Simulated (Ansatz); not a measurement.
# AlH5N2: the cost of one run

Program: Ansatz 0.2.0. Level of theory: RKS PBE-D4/def2-SVP. These are calculated values, not measurements.

## (1) Starting point

Bond lengths: Al1–H2 1.560 Å, Al1–N3 1.920 Å, N3–H4 1.060 Å, N3–H5 1.060 Å, Al1–N6 1.920 Å, N6–H7 1.060 Å, N6–H8 1.060 Å. Angles: H2–Al1–N3 120.0°, H2–Al1–N6 120.0°, N3–Al1–N6 120.0°, Al1–N3–H4 120.0°, Al1–N3–H5 120.0°, H4–N3–H5 120.0°, Al1–N6–H7 120.0°, Al1–N6–H8 120.0°, H7–N6–H8 120.0°.

As a file:

```xyz
8

Al    0.0000    0.0000    0.0000
H     0.0000    0.0000    1.5600
N     1.6627    0.0000   -0.9600
H     2.1293   -0.9179   -1.2118
H     2.1141    0.9179   -1.2382
N    -1.6627    0.0000   -0.9600
H    -2.3316   -0.8164   -0.8614
H    -1.9118    0.8164   -1.5886
```

## (2) Preparing the start

The input, input.yaml:

```yaml
crystal:
  periodic: [false, false, false]
  atoms:
    - { symbol: Al, position_ang: [0.0, 0.0, 0.0] }
    - { symbol: H, position_ang: [0.0, 0.0, 1.56] }
    - { symbol: "N", position_ang: [1.6627, 0.0, -0.96] }
    - { symbol: H, position_ang: [2.1293, -0.9179, -1.2118] }
    - { symbol: H, position_ang: [2.1141, 0.9179, -1.2382] }
    - { symbol: "N", position_ang: [-1.6627, 0.0, -0.96] }
    - { symbol: H, position_ang: [-2.3316, -0.8164, -0.8614] }
    - { symbol: H, position_ang: [-1.9118, 0.8164, -1.5886] }
basis:
  gaussian: { orbitals: def2-SVP }
hamiltonian:
  xc: pbe
  dispersion: d4
relax:
  f_tol: 0.02
  max_steps: 40
```

Run with:

```sh
> ansatz run input.yaml --threads 1 --pin off --max-ram 2048MiB --backend cpu --events-out ev --progress --plain --runs-dir out
```

Q: Estimate wall time and peak memory on 1 thread of Arm Neoverse V2, shared host.

About 20 s, with a peak of 0.12 GiB.
